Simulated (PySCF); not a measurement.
The same gas-phase reaction for Si, Ge, Sn:
- 2 SiHCl3 + Cl2 → 2 SiCl3 + 2 HCl
- 2 GeHCl3 + Cl2 → 2 GeCl3 + 2 HCl
- 2 SnHCl3 + Cl2 → 2 SnCl3 + 2 HCl

Energies from PySCF, thermal terms from the rigid-rotor harmonic-oscillator model, ideal gas at 1 bar. † marks an energy on the PBE0/def2-TZVP geometry and frequencies. MP2 and CCSD(T) freeze the core. Open shells (unrestricted): SiCl3 (multiplicity 2), GeCl3 (multiplicity 2), SnCl3 (multiplicity 2); the rest are closed-shell singlets. B3LYP is the form with VWN-RPA correlation. Sn: scalar-relativistic def2 core potential, no spin-orbit coupling. Ge: all electrons, no relativistic terms. GeCl3, SnHCl3, SnCl3: computed as isolated molecules; such fragments, hydroxides, amides, oligomers or adducts are transient or little studied in the gas. MP2 isn't extrapolated to the basis-set limit. CCSD(T) isn't extrapolated to the basis-set limit.

ΔH°(298 K) in kJ, by level:

```tsv
level	Si	Ge	Sn
ωB97M-V/def2-TZVP†	?	56.3	-28.1
MP2/def2-TZVPP†	?	61.9	-33.5
B3LYP/def2-TZVP†	?	23.9	-69.7
PBE0/def2-QZVP†	125.8	37.7	-51.8
M06-2X/def2-TZVP†	?	44.7	-53.2
CCSD(T)/def2-SVP†	?	45.1	-50.5
```

Q: Some entries are withheld; supply them.

A: 
- ωB97M-V/def2-TZVP†, Si: 166.2
- MP2/def2-TZVPP†, Si: 141.7
- B3LYP/def2-TZVP†, Si: 130.9
- M06-2X/def2-TZVP†, Si: 142.7
- CCSD(T)/def2-SVP†, Si: 126.5
